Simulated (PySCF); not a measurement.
C2H3Cl.
InChI=1S/C2H3Cl/c1-2-3/h2H,1H2

Theory: TDDFT CAM-B3LYP/def2-SVPD, vertical, gas phase, core orbitals frozen in the response (PySCF). Geometry: PBE0-D3(BJ)/def2-SVP; no solvent, vibrations or thermal averaging.

Computed states:

```csv
state,E (eV),f
S1,6.85,0.294
S2,6.94,0.0020
S3,7.31,0.0003
S4,7.35,0.0052
S5,7.97,0.0031
S6,8.15,0.0045
```

Broadening: Gaussians 0.25 eV wide at half height, area fixed by f = 4.319×10⁻⁹ ∫ε dν̃. The width is an assumption, not a result. The curve ends short of the highest state used, and states not computed would add to its high-energy end.

(1) Give the broadened spectrum and its maxima.

(2) Does any computed singlet lie in the visible range?

Answers

(1) 
| E (eV) | ε (L mol⁻¹ cm⁻¹) |
| --- | --- |
| 6.47 | 57 |
| 6.50 | 151 |
| 6.52 | 274 |
| 6.55 | 629 |
| 6.57 | 1048 |
| 6.60 | 2106 |
| 6.62 | 3209 |
| 6.65 | 5648 |
| 6.67 | 7877 |
| 6.70 | 12136 |
| 6.72 | 15487 |
| 6.75 | 20892 |
| 6.77 | 24401 |
| 6.80 | 28822 |
| 6.82 | 30811 |
| 6.85 | 31869 |
| 6.88 | 30442 |
| 6.90 | 28251 |
| 6.93 | 23640 |
| 6.95 | 20088 |
| 6.98 | 14731 |
| 7.00 | 11466 |
| 7.03 | 7377 |
| 7.05 | 5267 |
| 7.08 | 2988 |
| 7.10 | 1976 |
| 7.13 | 1030 |
| 7.15 | 676 |
| 7.18 | 414 |
| 7.20 | 355 |
| 7.23 | 364 |
| 7.25 | 405 |
| 7.28 | 484 |
| 7.30 | 534 |
| 7.33 | 585 |
| 7.35 | 596 |
| 7.38 | 575 |
| 7.40 | 537 |
| 7.43 | 454 |
| 7.45 | 389 |
| 7.48 | 288 |
| 7.50 | 226 |
| 7.53 | 146 |
| 7.55 | 105 |

Maxima: 181 nm (6.85 eV), ε about 32000, made up of S1 (100%); 169 nm (7.35 eV), ε about 600, made up of S4 (95%) (ε in L mol⁻¹ cm⁻¹; maxima over ε = 5, shares over 10%).

(2) No computed singlet lies in the visible range (380 to 750 nm); the lowest, at 181 nm, stands 3.58 eV above its violet end (3.26 eV).
